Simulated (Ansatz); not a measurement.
Basis-set extrapolation for CHCl (`[CH]Cl`) (triplet) (PBE0-D4/def2-TZVP geometry, frozen core, the Gaussian-basis code of Ansatz). Multiplicity 3, UHF reference.

```tsv
	cc-pV(T+d)Z	cc-pV(Q+d)Z
HF	-497.879543	-497.885795
MP2 correlation	-0.298780	-0.325753
CCSD(T) correlation	-0.343109	-0.369777
```

Energies in hartree. Use E(X) = E(∞) + A·exp(−5.46·√X) for Hartree–Fock and E(X) = E(∞) + B·X^(−3.05) for correlation, with X = 3 and 4.

**Question.** What is the CCSD(T) energy at the basis-set limit?

**Answer.** HF limit: -497.885795 + (-0.006252) × 0.30130 = -497.88768. Correlation limit: -0.369777 + (-0.026668) × 0.71189 = -0.38876. Total: -498.27644 hartree, 33.8 kcal/mol below CCSD(T)/cc-pV(T+d)Z.
